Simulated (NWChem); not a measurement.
Species: CH6Si; SMILES C[SiH3]

Program: NWChem. Geometry: optimised at PBE0/def2-SVP. Computed dipoles belong to the equilibrium geometry; the measured one is vibrationally averaged.

Measured dipole moment: 0.74 D (NIST CCCBDB, as tabulated in the package chemicals).

| level | dipole moment (D) | computed − measured |
|---|---|---|
| Hartree-Fock/3-21G | 0.70 | -0.04 |
| Hartree-Fock/pcseg-1 | 0.71 | -0.03 |
| Hartree-Fock/aug-pcseg-1 | 0.74 | 0.00 |
| Hartree-Fock/pcseg-2 | ? | ? |
| Hartree-Fock/def2-TZVPP | ? | ? |

Question: Some entries are withheld; supply them.

Answer: 
- Hartree-Fock/pcseg-2, dipole moment (D): 0.73
- Hartree-Fock/pcseg-2, computed − measured: -0.01
- Hartree-Fock/def2-TZVPP, dipole moment (D): 0.75
- Hartree-Fock/def2-TZVPP, computed − measured: +0.01
